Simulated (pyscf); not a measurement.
PySCF, gas phase, ωB97X-D3(BJ)/def2-SVP geometries. MP2 and CC: frozen core, UHF for open shells. ΔMP2 is the change of the MP2 total energy from the triple- to the quadruple-zeta basis.

Q: Estimate by transition-state theory (the high-pressure limit) the rate constant of F–CH₂–F -> :HC–F [singlet] + HF (singlet surface; C–H, C–F broken, F–H formed) at 1200 K, with CCSD(T)/def2-TZVPP + ΔMP2(QZVPP) energies (ideal gas, 1 atm, RRHO with modes under 100 cm⁻¹ raised to 100, one conformer, R ln 2 for rigid chiral ones; no tunnelling).

A: The electronic barrier is 84.3 kcal/mol and the thermal terms add -12.1, so ΔG‡ = 72.2 kcal/mol. With k_BT/h = 2.50e+13 s⁻¹ and RT = 2.385 kcal/mol, k = 1.8e+00 s⁻¹; so small a molecule is far into fall-off at 1 atm, where the true rate is lower. Wigner's tunnelling factor for 931i cm⁻¹ would be 1.05. A shift of 1 kcal/mol in the barrier changes k by a factor 1.5. On the product side the descent ends in a bound adduct, 10.5 kcal/mol under the separated species and 8.7 kcal/mol under the saddle at ωB97X-D3(BJ)/def2-TZVP. One saddle was located; it need not be the lowest between these sides. The CCSD(T) − MP2 part came from Ansatz, without density fitting, on the same reference.
